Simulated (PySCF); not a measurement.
# Al2 (triplet): changing the method

What do other methods print for Al2 (triplet)?

The runs use PySCF 2.14.0; each script names its method and basis.

6 further runs of the same task are left out: 6 that didn't finish.

**1. Starting geometry**

Al2 (triplet): 2 atoms, charge 0, spin multiplicity 3.

No contacts short enough for the rule that draws bonds.

**2. The run that the others are compared with**

Input file input.py:

```python
from pyscf import gto, scf, mp

mol = gto.M(
    atom='Al 0 0 0; Al 0 0 2.748',
    basis='pcseg-1',
    charge=0,
    spin=2,
    symmetry=True,
    verbose=4,
)
mf = scf.UHF(mol)
mf = mf.density_fit(auxbasis='def2-universal-jkfit')
mf.kernel()
mp.MP2(mf, frozen=10).kernel()
mf.dip_moment()
print('orbital energies (hartree):', [e[max(0, n-3):n+3].round(4) for e, n in zip(mf.mo_energy, mol.nelec)])
```

On the command line:

```sh
OMP_NUM_THREADS=1 python input.py
```

**3. CISD**

Variant 1 changes step after the SCF: mp2 → cisd.

Changes to input.py since step 2:

```diff
@@ -1,2 +1,2 @@
-from pyscf import gto, scf, mp
+from pyscf import gto, scf, ci
 
@@ -13,3 +13,3 @@
 mf.kernel()
-mp.MP2(mf, frozen=10).kernel()
+ci.CISD(mf, frozen=10).kernel()
 mf.dip_moment()
```

**4. Camb3lyp (UKS)**

Variant 2 changes functional: none (Hartree–Fock) → camb3lyp; SCF type: UHF → UKS; step after the SCF: mp2 → analyze.

Input file input.py:

```python
from pyscf import gto, dft

mol = gto.M(
    atom='Al 0 0 0; Al 0 0 2.748',
    basis='pcseg-1',
    charge=0,
    spin=2,
    symmetry=True,
    verbose=4,
)
mf = dft.UKS(mol, xc='camb3lyp')
mf = mf.density_fit(auxbasis='def2-universal-jkfit')
mf.kernel()
mf.analyze()
print('orbital energies (hartree):', [e[max(0, n-3):n+3].round(4) for e, n in zip(mf.mo_energy, mol.nelec)])
```

**5. Gradient**

Variant 3 changes step after the SCF: mp2 → gradient.

Changes to input.py since step 2:

```diff
@@ -1,2 +1,2 @@
-from pyscf import gto, scf, mp
+from pyscf import gto, scf
 
@@ -13,3 +13,3 @@
 mf.kernel()
-mp.MP2(mf, frozen=10).kernel()
+mf.nuc_grad_method().kernel()
 mf.dip_moment()
```

**6. Population analysis**

Variant 4 changes step after the SCF: mp2 → analyze.

Changes to input.py since step 2:

```diff
@@ -1,2 +1,2 @@
-from pyscf import gto, scf, mp
+from pyscf import gto, scf
 
@@ -13,4 +13,3 @@
 mf.kernel()
-mp.MP2(mf, frozen=10).kernel()
-mf.dip_moment()
+mf.analyze()
 print('orbital energies (hartree):', [e[max(0, n-3):n+3].round(4) for e, n in zip(mf.mo_energy, mol.nelec)])
```

**7. EOM-EE**

Variant 5 changes step after the SCF: mp2 → eomee; frozen orbitals: 10 → none; number of roots: none → 6.

Changes to input.py since step 2:

```diff
@@ -1,2 +1,2 @@
-from pyscf import gto, scf, mp
+from pyscf import gto, scf, cc
 
@@ -13,3 +13,6 @@
 mf.kernel()
-mp.MP2(mf, frozen=10).kernel()
+mycc = cc.CCSD(mf)
+mycc.kernel()
+e = mycc.eeccsd(nroots=6)[0]
+print('roots (eV) =', (e*27.211386).round(3))
 mf.dip_moment()
```

**Question.** What will these runs give? Wanted: for each run, E(SCF); from base; gap, α spin; after the SCF.

As calculated:

| run | E(SCF) (hartree) | from base (eV) | cycles | gap, α spin (eV) | after the SCF |
| --- | --- | --- | --- | --- | --- |
| base | -483.700688 | 0 | 10 | 5.31 | MP2 correlation -2.143 eV, core frozen |
| CISD | -483.700688 | 0.0000 | 10 | 5.31 | CISD correlation -2.696 eV, core frozen |
| camb3lyp (UKS) | -484.737342 | not comparable | 9 | 3.15 | n/a |
| gradient | -483.700688 | 0.0000 | 10 | 5.31 | n/a |
| population analysis | -483.700688 | 0.0000 | 10 | 5.31 | n/a |
| EOM-EE | -483.700688 | 0.0000 | 10 | 5.31 | CCSD correlation -3.174 eV, first root -0.04 eV |

What this shows: On the same reference and core, CISD gains 2.70 eV in 0.87 s; MP2 reaches 79 % of that in 0.73 s. A lower total energy from another functional means nothing by itself. The dearest run is “EOM-EE”, at 35 s against 0.73 s.
